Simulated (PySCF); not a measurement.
Species: CH₂S.
Atom-mapped SMILES: `[CH2:1]=[S:2]` (hydrogens: H3, H4 on C1)

The same species was optimised twice, with GFN2-xTB and with PBE0-D3(BJ)/def2-SVP (PySCF), and the same property calculations (PySCF, gas phase) were run on both structures.

```csv
coordinate,GFN2-xTB,PBE0-D3(BJ)/def2-SVP,change
C1–H3 (Å),1.082,1.102,+0.020
C1–H4 (Å),1.082,1.101,+0.019
C1=S2 (Å),1.605,1.606,+0.001
H3–C1–H4 (°),116.8,115.2,-1.6
S2–C1–H4 (°),121.6,122.4,+0.8
S2–C1–H3 (°),121.6,122.4,+0.8
```

Rotational constants: A = 294969, B = 17870, C = 16849 MHz (GFN2-xTB) against A = 289918, B = 17747, C = 16724 MHz (PBE0-D3(BJ)/def2-SVP). Point groups within 0.08 Å: C2v and C2v.

On the GFN2-xTB structure: HOMO (eV) -6.72 [PBE0/pcSseg-1]; LUMO (eV) -2.57 [PBE0/pcSseg-1]; dipole (D) 1.81 [PBE0/pcSseg-1]; GIAO shielding of C1 (ppm) -79.3 [PBE0/pcSseg-1]; GIAO shielding of S2 (ppm) -880.1 [PBE0/pcSseg-1].

**Question.** What do these properties become on the PBE0-D3(BJ)/def2-SVP structure?

**Answer.** 
```json
{"property": "HOMO (eV)", "level": "PBE0/pcSseg-1", "on GFN2-xTB": "-6.72", "on PBE0-D3(BJ)/def2-SVP": "-6.72", "change": "0.00"}
{"property": "LUMO (eV)", "level": "PBE0/pcSseg-1", "on GFN2-xTB": "-2.57", "on PBE0-D3(BJ)/def2-SVP": "-2.57", "change": "0.00"}
{"property": "dipole (D)", "level": "PBE0/pcSseg-1", "on GFN2-xTB": "1.81", "on PBE0-D3(BJ)/def2-SVP": "1.79", "change": "-0.02"}
{"property": "energy, GFN2-xTB geometry as zero (kcal/mol)", "level": "PBE0/pcSseg-1", "on GFN2-xTB": "0.0", "on PBE0-D3(BJ)/def2-SVP": "-0.1", "change": "-0.1"}
{"property": "GIAO shielding of C1 (ppm)", "level": "PBE0/pcSseg-1", "on GFN2-xTB": "-79.3", "on PBE0-D3(BJ)/def2-SVP": "-78.5", "change": "+0.8"}
{"property": "GIAO shielding of S2 (ppm)", "level": "PBE0/pcSseg-1", "on GFN2-xTB": "-880.1", "on PBE0-D3(BJ)/def2-SVP": "-862.9", "change": "+17.2"}
```

The heavy atoms differ by 0.001 Å rms after alignment. Among all bonds C1–H3 and C1–H4 change most and about equally (+0.019 to +0.020 Å). Changes are differences of the printed values. Neither structure is proved a minimum here.
